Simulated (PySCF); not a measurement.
C3H3FO.
Cartesian coordinates in Å at the PBE0-D3(BJ)/def2-SVP level; atoms count from 1:
```xyz
8
C3H3FO angstrom
C      0.987    0.772   -0.077
C      0.141   -0.101    0.473
C     -0.990   -0.635   -0.310
O     -1.278   -0.395   -1.436
F     -1.725   -1.482    0.422
H      0.845    1.094   -1.113
H      1.832    1.179    0.483
H      0.244   -0.451    1.503
```

Method: PBE0-D3(BJ)/def2-SVP geometry optimisation, gas phase in PySCF 2.14.0.

Masses are those of the commonest isotopes; rigid-rotor values at the optimised geometry. The values belong to one conformer with, in the numbering `[CH2:1]=[CH:2][C:3](=[O:4])[F:5]`, C1–C2–C3–O4 0°.

**Question.** What are A, B and C (cm⁻¹)?

**Answer.** Ia = 45.94, Ib = 119.52, Ic = 165.46 u·Å²; 505379 MHz·u·Å²/I gives 11000, 4228 and 3054 MHz, that is A = 0.36692, B = 0.14104, C = 0.10188 cm⁻¹.

**Question.** What kind of rotor is it?

**Answer.** An asymmetric top. Ray's parameter κ = (2B − A − C)/(A − C) = -0.704; −1 is the prolate and +1 the oblate limit.

**Question.** What does the inertial defect say?

**Answer.** Planar: Δ = Ic − Ia − Ib = 0.00 u·Å². For a rigid frame Δ = −2 Σ m c², so it vanishes when all atoms lie in the ab plane; here none is more than 0.01 Å from it.

**Question.** Where do the levels up to J = 5 lie, in cm⁻¹?

**Answer.** Above 0(0,0):
J = 1: 1(0,1) 0.2429, 1(1,1) 0.4688, 1(1,0) 0.5080
J = 2: 2(0,2) 0.7241, 2(1,2) 0.9155, 2(1,1) 1.0330, 2(2,1) 1.7106, 2(2,0) 1.7153
J = 3: 3(0,3) 1.4346, 3(1,3) 1.5827, 3(1,2) 1.8174, 3(2,2) 2.4394, 3(2,1) 2.4623, 3(3,1) 3.6694, 3(3,0) 3.6698
J = 4: 4(0,4) 2.3632, 4(1,4) 2.4677, 4(1,3) 2.8569, 4(2,3) 3.4074, 4(2,2) 3.4734, 4(3,2) 4.6495, 4(3,1) 4.6519, 4(4,1) 6.3602, 4(4,0) 6.3602
J = 5: 5(0,5) 3.4995, 5(1,5) 3.5674, 5(1,4) 4.1452, 5(2,4) 4.6117, 5(2,3) 4.7558, 5(3,3) 5.8768, 5(3,2) 5.8863, 5(4,2) 7.5852, 5(4,1) 7.5854, 5(5,1) 9.7847, 5(5,0) 9.7847
The levels of one J sum to (2J + 1)J(J + 1)(A + B + C)/3.

**Question.** Predict some low-J microwave lines.

**Answer.** The dipole components are |μa| = 2.65 D, |μb| = 1.63 D, |μc| = 0.00 D; the mirror of this Cs structure is the ab plane, so μc vanishes by symmetry and there are no c-type lines. The squared components, which scale the intensities, stand as 1.00 : 0.38 (a : b). Some lines, for components of 0.1 D or more:

| type | branch | J(Ka,Kc) | MHz | lower level (cm⁻¹) |
| --- | --- | --- | --- | --- |
| b | Q | 1(1,0) ← 1(0,1) | 7946 | 0.243 |
| b | Q | 3(1,2) ← 3(0,3) | 11474 | 1.435 |
| b | Q | 3(2,1) ← 3(1,2) | 19334 | 1.817 |
| a | R | 3(1,2) ← 2(1,1) | 23516 | 1.033 |
| b | R | 4(1,4) ← 3(0,3) | 30972 | 1.435 |
| a | R | 4(1,3) ← 3(1,2) | 31165 | 1.817 |
| b | Q | 5(5,0) ← 5(4,1) | 65935 | 7.585 |
| b | Q | 5(5,1) ← 5(4,2) | 65940 | 7.585 |
| b | R | 5(3,2) ← 4(2,3) | 74316 | 3.407 |
| b | R | 4(4,1) ← 3(3,0) | 80657 | 3.670 |

**Question.** Estimate the classical rotational partition function at 10 K, 200 K and 298.15 K.

**Answer.** Point group Cs, symmetry number σ = 1; q = (√π/σ)·√((kT/h)³/(ABC)), k/h = 20836.6 MHz/K: 447 at 10 K, 40000 at 200 K, 72800 at 298.15 K.

No PBE0-D3(BJ)/def2-SVP frequencies stand behind this structure, so it isn't proved a minimum. Zero-point vibration and centrifugal distortion are left out.
